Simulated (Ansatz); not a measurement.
# Stretch profile

CH4AlCl (SMILES [CH3][AlH][Cl]), closed shell, at its PBE0-D4/def2-TZVP minimum:

```tsv
atom	x (Å)	y (Å)	z (Å)
C1	-0.7122	0.5230	-0.2855
Al2	0.8571	-0.5067	0.1976
Cl3	0.6957	-2.0081	1.6639
H4	-0.5388	1.5903	-0.1124
H5	-1.5984	0.2257	0.2777
H6	-0.9321	0.4138	-1.3525
H7	2.2899	-0.3060	-0.4346
```

The bond length C1–Al2 (1.938 Å at the minimum) is set to the values below, with the rest relaxed at PBE0-D4/def2-TZVP at each step. Each method's energies count from its own value at the PBE0-D4 minimum structure. Computed with Ansatz 0.2.0 (basis: def2-TZVPP); correlated methods freeze the cores. B3LYP uses VWN-RPA correlation.

| bond length (Å) | CCSD(T) (eV) | r2SCAN-D4 (eV) | HF (eV) |
| --- | --- | --- | --- |
| 1.589 | 1.680 | 1.577 | 1.746 |
| 1.671 | ? | 0.802 | 0.910 |
| 1.791 | 0.231 | 0.199 | 0.243 |
| 1.930 | 0.002 | 0.000 | 0.002 |
| 2.085 | 0.116 | 0.134 | 0.122 |
| 2.252 | 0.460 | 0.488 | 0.491 |
| 2.429 | ? | 0.955 | 1.004 |
| 2.616 | ? | 1.469 | 1.584 |
| 2.810 | 1.948 | 1.977 | 2.173 |

(1) Fill in the withheld CCSD(T) values. (To be estimated.)

The T1 diagnostic stays at or below 0.012. The restricted Hartree–Fock reference is unstable towards an unrestricted one at one or more of these structures.

Answers

(1) By the calculation: 0.872 eV at 1.671 Å; 0.929 eV at 2.429 Å; 1.445 eV at 2.616 Å. These count from the CCSD(T) energy at the PBE0-D4 minimum.

Minimum and curvature along this coordinate at CCSD(T): A fifth-order fit through the nearest points gives 1.948 Å, with a curvature of about 15 eV/Å².

Largest difference from the CCSD(T) curve over the scan: PBE-D4 0.154; PBE0-D4 0.097; B3LYP-D4 0.080; wB97M-V 0.178 eV. Each curve counts from its own value at the minimum.

For scale, one of the runs: CCSD(T)/def2-TZVPP, 171 basis functions (an equivalent command: `ansatz run in.yaml --threads 2`). Hardware: 2 CPU threads, shared host. Wall time 26 s; peak host memory 1.3 GiB.
